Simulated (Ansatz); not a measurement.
Ansatz (a program for electronic structure) input:

Ansatz 0.2 input:
```yaml
crystal:
  periodic: [false, false, false]
  atoms:
    - {symbol: P, position_ang: [0.00000000, 0.00000000, 0.00000000]}
    - {symbol: H, position_ang: [0.01153407, 1.31627200, -0.47059855]}
    - {symbol: H, position_ang: [1.13540986, -0.67067869, -0.46389931]}
    - {symbol: H, position_ang: [-1.14728752, -0.65050087, -0.46340908]}
    - {symbol: H, position_ang: [0.00034359, 0.00490756, 1.39790694]}
basis:
  gaussian:
    orbitals: def2-TZVPD
hamiltonian:
  xc: {name: wB97X-V}
total_charge: 1
output: {forces: true}
```

Predict the final energy.

-343.40646 Eh (wB97X-V/def2-TZVPD). The basis has 79 functions.
